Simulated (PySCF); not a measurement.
The group X on allyl-X is varied. Isolated molecules, 0 K electronic values unless said otherwise. One relaxed conformer stands for each flexible species; it need not be the lowest. Strings in code marks are SMILES.

Calculation: PySCF 2.14.0 with PBE-D3(BJ)/def2-TZVP // B3LYP-D3(BJ)/def2-TZVP. Excitations are Tamm–Dancoff values on a coarser integration grid. The basis has no diffuse functions, so Rydberg states are missing or too high.

```tsv
species	HOMO–LUMO gap (eV)	S1–T1 gap (TDA) (eV)	S1 oscillator strength
X = H (`C=CC`)	5.64	2.61	…
X = hydroxymethyl	…	…	0.016
X = isocyano (`[N+](#[C-])CC=C`)	5.43	1.03	0.013
X = fluoromethyl (`C(C=C)CF` (C–C–C–C torsion 116°, C–C–C–F torsion 176°))	5.55	…	0.001
X = siloxy (`O([SiH3])CC=C` (C–C–C–O torsion 0°, C–C–O–Si torsion -180°))	5.60	1.11	0.000
X = thioformyl	2.12	0.53	0.001
```

### Question
Some entries are withheld; supply them.

### Answer

- X = H (`C=CC`), S1 oscillator strength: 0.000
- X = hydroxymethyl, HOMO–LUMO gap (eV): 5.03
- X = hydroxymethyl, S1–T1 gap (TDA) (eV): 0.63
- X = fluoromethyl (`C(C=C)CF` (C–C–C–C torsion 116°, C–C–C–F torsion 176°)), S1–T1 gap (TDA) (eV): 2.24
